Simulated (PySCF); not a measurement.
Below is a simulated gas-phase Si 2p photoelectron spectrum of Si(OMe)H3 (`[H][Si]([H])([H])OC`).

Every computed line was given a Gaussian of 0.7 eV full width at half maximum and an area set by the number of equivalent atoms (split 2:1 within a doublet); the highest printed point is 100. Computed with PySCF, delta-SCF UKS SCAN, pcX-2 on the ionised atom, pcseg-1 elsewhere, spin-free X2C.

(binding energy (eV), intensity): (106.5, 0), (106.6, 1), (106.7, 3), (106.8, 7), (106.9, 15), (107.0, 27), (107.1, 43), (107.2, 62), (107.3, 81), (107.4, 94), (107.5, 100), (107.6, 98), (107.7, 90), (107.8, 80), (107.9, 71), (108.0, 64), (108.1, 57), (108.2, 49), (108.3, 39), (108.4, 29), (108.5, 19), (108.6, 11), (108.7, 6), (108.8, 3), (108.9, 1), (109.0, 0), (109.1, 0)

**Question.** Count the maxima, the lines and the sites behind this envelope.

**Answer.** The curve has 1 maximum (at 107.5 eV). Under it lie 2 lines from 1 inequivalent silicon site, drawn as a 2p3/2, 2p1/2 pair. At this width some lines have no maximum of their own.

**Question.** Decompose the envelope and assign each component. Bonds: Si1–O2, O2–C3. Hydrogens: H7, H8, H9 on Si1; H4, H5, H6 on C3.

**Answer.** 
```json
{"position (eV)": "107.47", "relative area": "0.67", "line": "Si 2p3/2", "atoms": "Si1", "environment": "silicon bonded to O and 3 H"}
{"position (eV)": "108.10", "relative area": "0.33", "line": "Si 2p1/2", "atoms": "Si1", "environment": "silicon bonded to O and 3 H"}
```

**Question.** What are the centre and the root-mean-square width of the whole band?

**Answer.** The area-weighted mean of the lines is 107.68 eV. Their own spread about it is 0.29 eV (rms) and each Gaussian has σ = 0.7/2.355 = 0.30 eV; the variances add, which gives 0.42 eV.

Shake-up satellites, vibrational structure and lifetime widths aren't simulated. The 2p values add to the ΔSCF energy of one spin-free hole a correction within the shell (spin–orbit coupling, ligand field). 2p1/2 minus 2p3/2 (ligand field included): Si 0.62 eV. Isolated species at its PBE0-D3(BJ)/def2-SVP geometry, gas phase.
